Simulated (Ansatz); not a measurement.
Reaction (ligand exchange at a B–O bond): `NBO` + H₂S → `NBS` + H₂O

Program: Ansatz. Geometries: PBE0-D4/def2-TZVP. ΔE: electronic, gas phase. CCSD(T)/CBS is the MP2 limit (def2-TZVPP, def2-QZVPP) plus CCSD(T) − MP2 in def2-TZVPP, frozen cores. This one scheme is used for every species. Functionals use def2-TZVPP. Each species was taken in one conformer, which may not be the lowest.

`NBO`:

Cartesian coordinates in Å:
```
N 0.643 0.841 -0.148
B -0.005 -0.388 0.000
O -1.340 -0.396 0.312
H 0.169 1.721 -0.035
H 1.616 0.916 -0.375
H 0.610 -1.411 -0.146
H -1.693 -1.282 0.392
```

H₂S:

```xyz
3

S     0.141    0.570   -0.198
H    -0.622   -0.421   -0.684
H     0.481   -0.149    0.882
```

`NBS`:

```xyz
7

N     0.230    1.037   -0.513
B    -0.050   -0.278   -0.154
S    -0.209   -0.727    1.599
H     0.356    1.788    0.144
H     0.323    1.317   -1.473
H    -0.186   -1.110   -0.999
H    -0.464   -2.026    1.395
```

H₂O:

Z-matrix (Å, degrees):
```
O
H 1 0.960
H 1 0.960 2 105.1
```

| level | ΔE (kJ/mol) |
| --- | --- |
| PBE-QIDH | 47.7 |
| PBE | 45.7 |
| revPBE | 44.4 |
| r2SCANh | 50.0 |
| r2SCAN0 | 50.5 |
| BHLYP | 60.5 |
| CCSD/def2-TZVPP | 53.8 |
| MP2/CBS(def2) | 43.0 |

Q: What does CCSD(T)/CBS give? (An estimate is asked.)

A: Computed: +47.0 kJ/mol. The listed levels differ from it by 0.7, -1.3, -2.6, 3.0, 3.5, 13.5, 6.8, -4.0 kJ/mol.

Largest T1 diagnostic among the species: 0.012.

Leaving LDA and LC-ωPBE aside and taking each functional with its dispersion term where it has one, the values, not all of them listed here, spread over 18.8 kJ/mol, from revPBE-D4 to CAM-B3LYP-D4. LDA lies +4.9 kJ/mol from PBE without D4. At CCSD(T), def2-SVP lies +18.7 kJ/mol from the extrapolated value and def2-TZVPP +3.9 kJ/mol.
